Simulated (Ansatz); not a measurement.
# Al2P+ (triplet): from Hartree-Fock to the top rungs, cc-pVTZ

An exercise on one series of results from a longer session: the logs are not shown, and one member is left open.

Method: cc-pVTZ, core rule «outside noble gas», up to 15 orbitals frozen; program: Ansatz 0.2.0, Gaussian basis.

To be run: UHF; CCSD(T) on ROHF; CCSD(T) on UHF; BCCD(T) on ROHF; CCSDT(Q) on ROHF; CCSDT(Q) on UHF.

12 further runs of the same task are left out: 7 for a known fault of the program, 5 set aside as unsound or not needed. Runs told in other sessions of the task aren't counted.

## The geometry

The geometry is a PBE0/def2-TZVP stationary point (not a proven minimum) of the parent state, kept for this charge and spin.

3 atoms, charge 1, spin multiplicity 3.

Atoms are counted from 1 here; the program's logs count them from 0.

Bond lengths: Al1–P2 2.259 Å, Al1–Al3 2.665 Å, P2–Al3 2.259 Å. Angles: P2–Al1–Al3 53.9°, Al1–P2–Al3 72.3°, Al1–Al3–P2 53.9°.

The first run:

Input file in.yaml:

```yaml
crystal:
  periodic: [false, false, false]
  atoms:
    - {symbol: Al, position_ang: [0.000000, -0.665301, -1.332700]}
    - {symbol: P, position_ang: [0.000000, 1.159099, 0.000000]}
    - {symbol: Al, position_ang: [0.000000, -0.665301, 1.332700]}
basis:
  gaussian: {orbitals: cc-pVTZ}
total_charge: 1
magnetization: {spin_polarized: true, initial_magnetization: 2}
hamiltonian: {xc: hf}
output: {orbitals: {seedname: orbitals}}
```

Run with:

```console
$ ansatz run in.yaml --threads 1 --pin off --events-out ev --progress --plain --max-ram 4096MiB --backend cpu
```

Steps of the session up to this table: UHF; CCSD(T) on ROHF; CCSD(T) on UHF; BCCD(T) on ROHF; CCSDT(Q) on ROHF; CCSDT(Q) on UHF.

One of the session's tables, all rows but one given; the rest of the session is left out.

It belongs to the step «Misses and costs». 

```
   method  from RCCSDT(Q) (meV)
     ROHF                     ?
      UHF               +7213.7
     RMP2               +1138.0
     UMP2               +1296.9
    RCCSD                +617.9
    UCCSD                +587.4
 RCCSD(T)                 +79.3
 UCCSD(T)                 +86.2
  BCCD(T)                 +82.1
   RCCSDT                 +52.6
   UCCSDT                 +45.4
RCCSDT(Q)                     0
UCCSDT(Q)                  -6.5
```

Q: Estimate the row for ROHF from the others.

The run gave: from RCCSDT(Q) (meV): +7590.1. In the column «from RCCSDT(Q) (meV)» it is the highest.

Caveats from the session: Restricted and unrestricted rows rest on different reference determinants; a gap between their highest levels can come from leftover correlation error, from unlike frozen cores or from another state.
